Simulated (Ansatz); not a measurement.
Basis-set series for `C=P(C)(C)C`. Total charge 0; spin multiplicity 1. The geometry is a stationary point of PBE0-D4/def2-TZVP.

```csv
functional,basis,functions,energy (Eh),HOMO (eV),LUMO (eV)
PBE0-D4,def2-SVP,129,-499.81463,-4.51,1.39
PBE0-D4,def2-QZVPP,628,-500.14272,-4.82,0.41
ωB97M-V,def2-SVP,129,-499.99227,-6.71,2.96
ωB97M-V,def2-QZVPP,628,-500.33389,-7.02,1.56
```

(1) Give the rows for def2-TZVPP. (Estimate.)

Answers

(1) Computed: 
| functional | basis | functions | energy (Eh) | HOMO (eV) | LUMO (eV) |
| --- | --- | --- | --- | --- | --- |
| PBE0-D4 | def2-TZVPP | 320 | -500.12164 | -4.77 | 0.82 |
| ωB97M-V | def2-TZVPP | 320 | -500.31348 | -6.98 | 2.19 |

Positive LUMOs are unbound and depend on the basis.
